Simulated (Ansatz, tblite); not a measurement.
Cost and result up the ladder for AlH2(SMe) (CH5AlS) (8 atoms). The state is a singlet with charge 0. Geometry: r2SCAN-D4/def2-TZVP.

```xyz
8

Al    0.381   -1.138    1.269
H     0.361   -2.156    0.056
H     0.679   -1.525    2.771
S    -0.021    0.952    0.845
C    -0.306    0.956   -0.966
H    -0.188   -0.039   -1.392
H     0.411    1.635   -1.426
H    -1.316    1.315   -1.156
```

Ansatz on 4 threads of Arm Neoverse V2 on a shared host; xTB runs through tblite on one thread. Times are rough, summed over both states, and most runs start from the orbitals of an earlier one. PBE0-D4/def2-TZVP serves as the yardstick here, not as an exact answer. The other state is a doublet.

The xTB rows come from tblite. HOMO above LUMO, or a gap near zero within one spin, warns that the state may not be the lowest or that an electron is smeared out.

Raw xTB energies of ions are shifted by several eV.

| level | functions | wall time |
| --- | --- | --- |
| GFN2-xTB | 27 | 0.007 s |
| GFN1-xTB | 32 | 0.008 s |
| PBE0-D4/def2-TZVP | 135 | 2.8 s |
| PBE-D4/def2-TZVP | 135 | 2.8 s |
| r2SCAN-D4/def2-TZVP | 135 | 5.5 s |

(1) Estimate what each level gives for the vertical IE (eV).

## Answers

(1) 
```csv
level,vertical IE (eV),difference from PBE0-D4/def2-TZVP (eV),remarks
GFN2-xTB,13.73,4.35,–
GFN1-xTB,14.67,5.29,–
PBE0-D4/def2-TZVP,9.38,0.00,–
PBE-D4/def2-TZVP,9.35,-0.03,gap within one spin near zero (+1 doublet)
r2SCAN-D4/def2-TZVP,9.37,-0.01,–
```
